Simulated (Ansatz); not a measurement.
[BH$_{2}$···H···H], doublet in cc-pVTZ: errors against UCCSDT(Q)

All five atoms lie in one plane.

Geometry: a point of a hydrogen-transfer path between rigid fragments, not a stationary point.

```xyz
5

B    -0.1712    0.0000    0.0000
H    -0.7680    1.0336    0.0000
H    -0.7680   -1.0336    0.0000
H     1.0948    0.0000    0.0000
H     2.2778    0.0000    0.0000
```

Basis cc-pVTZ; Ansatz 0.2.0. Only valence electrons are correlated (noble-gas cores frozen), which leaves 7 electrons in 85 orbitals. Prefix R: restricted or restricted open-shell reference; prefix U: unrestricted. Active spaces: pair = (3e, 3o) about the gap; valence = (7e, 8o) chosen from the atoms' valence shells.

Full CI isn't at hand for all of this; UCCSDT(Q) serves as the reference, and is uncertain by about the last step of the cluster series. The frozen core follows each run's orbitals, which can shift R against U totals by a few meV.

```
UHF ⟨S²⟩                          : 0.763
T1 diagnostic (RCCSD)             : 0.0224
largest doubles amplitude (RCCSD) : 0.046
T1 diagnostic (UCCSD)             : 0.0115
```

| level | E − E(UCCSDT(Q)) (kJ/mol) | share of correlation (%) | wall time |
| --- | --- | --- | --- |
| RHF | 400.1 | 0.00 | – |
| UHF | 390.5 | 2.40 | – |
| RMP2 | 74.9 | 81.29 | – |
| UMP2 | 74.1 | 81.47 | – |
| RCCSD | 9.9 | 97.52 | – |
| UCCSD | 9.7 | 97.58 | – |
| RCCSD(T) | 1.6 | 99.60 | 3 s |
| UCCSD(T) | 1.6 | 99.60 | 3.5 s |
| BCCD(T) | 1.6 | 99.60 | 14 s (H100) |
| RCCSDT | 0.2 | 99.95 | – |
| UCCSDT | 0.2 | 99.96 | – |
| RCCSDT(Q) | 0.0 | 100.00 | 9.5 s (H100) |
| CASSCF (pair space) | 354.8 | 11.32 | – |
| NEVPT2 (pair space) | 75.0 | 81.25 | 7 s (H100) |
| CASSCF (valence space) | 256.8 | 35.81 | – |
| NEVPT2 (valence space) | 67.0 | 83.25 | 3.6 s |
| MRCISD (valence space) | 11.6 | 97.10 | – |
| MRCISD+Q (valence space) | 1.5 | 99.62 | 9 s (H100) |
| MRCISD+Q(relaxed) (valence space) | -1.6 | 100.40 | 8.5 s (H100) |

The correlation energy at UCCSDT(Q), counted from RHF, is -4.147 eV. That run took 9.5 s on 2 threads of AMD EPYC 7R13 with a shared H100 80 GB, shared host.

Times hold each run's SCF and search for its determinant on a shared host, so for small cases they say little of a method's own cost; rows without a card ran on 1 thread of AMD EPYC 7R13.

Natural occupations of CASSCF (valence space) about the gap: 1.980 1.979 1.975 1.000 0.023 0.017 0.017 0.008; effectively unpaired electrons, Σ n²(2−n)², 1.01.
